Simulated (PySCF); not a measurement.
## Electric field gradients and quadrupole coupling constants

Species: C₄H₅NO.
Geometry (GFN2-xTB, dihedral held, Å), atoms numbered from 1 in this order:
```xyz
11
C4H5NO angstrom
C      1.2727   -0.4852   -2.6303
C      0.4774   -1.0854   -1.7625
O      0.2827   -0.7970   -0.4474
C      1.0446    0.2447    0.1240
C      2.4797    0.0272    0.0661
N      3.6087   -0.1437    0.0327
H      1.3100   -0.8304   -3.6457
H      1.9200    0.3368   -2.3806
H     -0.1615   -1.9141   -2.0343
H      0.7380    0.2947    1.1745
H      0.8212    1.2073   -0.3651
```

Field gradients from the PBE0/pcSseg-1 density (PySCF, non-relativistic), principal values in atomic units, ordered |Vxx| ≤ |Vyy| ≤ |Vzz|:

| atom | Vxx | Vyy | Vzz |
| --- | --- | --- | --- |
| O3 | -0.3132 | -1.6429 | 1.9561 |
| N6 | 0.4154 | 0.5941 | -1.0095 |

Problem. Find the asymmetry η = (Vxx − Vyy)/Vzz and the couplings χ = eQV/h (234.96 MHz × Q in barn × V in au), with Q(17O) = −0.0256 b, Q(14N) = 0.02044 b.

Solution. 
| atom | environment | nucleus | η | χzz (MHz) | χxx (MHz) | χyy (MHz) |
| --- | --- | --- | --- | --- | --- | --- |
| O3 | ether oxygen | 17O | 0.68 | -11.77 | 1.88 | 9.88 |
| N6 | nitrile nitrogen | 14N | 0.18 | -4.848 | 1.995 | 2.853 |

Problem. What is Vzz at N6 in SI units (1 au = 9.71736 × 10²¹ V/m²)?

Solution. -1.0095 au = -9.810 × 10²¹ V/m².

Problem. And the gradient at the other heavy atoms, for which no coupling is worked out here?

Solution. 
| atom | environment | Vzz (au) | η |
| --- | --- | --- | --- |
| C1 | terminal =CH2 carbon | 0.170 | 0.36 |
| C2 | vinylic carbon bearing oxygen | -0.408 | 0.19 |
| C4 | sp3 carbon bound to oxygen | 0.355 | 0.70 |
| C5 | nitrile carbon | -0.378 | 0.10 |

Were the hydrogens deuterons (Q(2H) = 0.00286 b), χzz would run from 183 kHz (H11) to 233 kHz (H7).

The geometry is a constrained GFN2-xTB structure with the dihedral C5–C4–O3–C2 held at 300°, isolated molecule; it need not be a minimum. GFN2-xTB bond lengths can be off by several hundredths of an ångström, more for odd bonds, and the gradients follow them. A larger basis could move these couplings by a tenth or more.
